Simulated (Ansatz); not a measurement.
## Worked example: the barrier

An elementary step of CH₇ClSi, singlet (SiH₃Cl ([SiH3][Cl]) + CH₄ → CH₅ClSi ([CH3][SiH2][Cl]) + H₂; bonds formed: Si1–C7, H2–H6; bonds broken: Si1–H2, H6–C7). “Start” is the structure reached by relaxing down from the saddle towards the reactants; PBE0-D4/def2-TZVP structures. The saddle:

```xyz
10
angstrom
Si -0.9173 0.4086 -0.0750
H -1.1111 -1.0109 -0.8978
H -1.1435 1.1173 -1.3480
H -1.8742 -0.1005 0.9245
Cl -0.2864 2.1354 1.0536
H 0.0109 -0.8743 -0.4641
C 1.0702 -0.3976 0.1301
H 1.6098 0.4378 -0.3087
H 1.5193 -1.3330 -0.2308
H 1.1225 -0.3829 1.2159
```

Computed with Ansatz 0.2.0 (basis: def2-TZVPP and def2-QZVPP); correlated methods freeze the cores.

Energies in eV:

| quantity | saddle | start |
| --- | --- | --- |
| Hartree–Fock, triple zeta (X = 3) | -21505.60012 | -21509.55882 |
| Hartree–Fock, quadruple zeta (X = 4) | -21506.26599 | -21510.22336 |
| MP2 correlation, X = 3 | -15.02237 | -14.15582 |
| MP2 correlation, X = 4 | -16.19173 | -15.29235 |
| CCSD(T) correlation, X = 3 | -17.06239 | -16.25784 |

Question: Work out the barrier at the basis limit: extrapolate Hartree–Fock as E(X) = E∞ + A exp(−7.88 √X) and the MP2 correlation as E(X) = E∞ + B X^−2.97 (the exponents that Neese and Valeev fitted for def2-TZVPP and QZVPP), then add CCSD(T) − MP2 in triple zeta.

Answer: Each step is linear, so take the differences first (saddle − start): Hartree–Fock 3.95870 (X = 3) and 3.95737 (X = 4); MP2 correlation -0.86655 and -0.89938; CCSD(T) correlation -0.80455.
Two points give E∞ = E(4) + w [E(4) − E(3)], with w = 1/(exp(7.88 (2 − √3)) − 1) = 0.1377 for Hartree–Fock and w = 1/((4/3)^2.97 − 1) = 0.7407 for the correlation.
Hartree–Fock: 3.95737 + 0.1377 × (-0.00133) = 3.9572 eV.
MP2 correlation: -0.89938 + 0.7407 × (-0.03283) = -0.9237 eV.
CCSD(T) − MP2: -0.80455 − (-0.86655) = 0.0620 eV.
Sum: 3.9572 + (-0.9237) + 0.0620 = 3.0955 eV, or 71.38 kcal/mol. Plain CCSD(T) in triple zeta gives 3.1542 eV, so the larger basis shifts the result by -0.0587 eV.

T1 diagnostic: at most 0.011.

Labels in which every atom is bracketed show which atoms are joined, not bond orders.

For scale, one of the runs: CCSD(T)/def2-TZVPP, 213 basis functions, launched by `ansatz run in.yaml --threads 4 --pin off --events-out ev --progress --plain --max-ram 9574MiB`. Hardware: 4 CPU threads of an Arm Neoverse V1, shared host. Wall time 45 s; peak host memory 2.9 GiB.
